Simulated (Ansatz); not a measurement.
Results of rVV10 in Ansatz (plane waves, PAW) for hcp Mg.

Run with plane-wave cutoff 520 eV, 18×18×12 k mesh (along the axes of the cell as run), Fermi–Dirac smearing 0.05 eV, scalar-relativistic PAW data made under PBE.

Results at a series of volumes:

```
V (Å³/atom)  E − E_lowest (meV/atom)
-----------  -----------------------
21.589                          4.57
22.038                          1.12
22.488                          0.00
22.938                          0.98
23.388                          3.86
```

Problem. What bulk modulus B0 and pressure derivative B′ does a third-order Birch–Murnaghan fit give?

Solution. V0 = 22.496 Å³/atom, B0 = 37.4 GPa, B′ = 4.1 (fit to the energies at full precision).

Shape and atoms are relaxed at each volume.

Measured, for comparison: bulk modulus 38.6 GPa (copied from a table, unchecked, extrapolated to 0 K and zero-point effects removed; as tabulated in Lejaeghere et al. (2013), arXiv:1204.2733). Computed (rounded) less measured: bulk modulus not scored (unchecked).

Note: the bulk modulus comes from volumes at which shape and atoms were relaxed.

Computing time: very roughly 2.4 core-minutes.

Ansatz is a first-principles code.
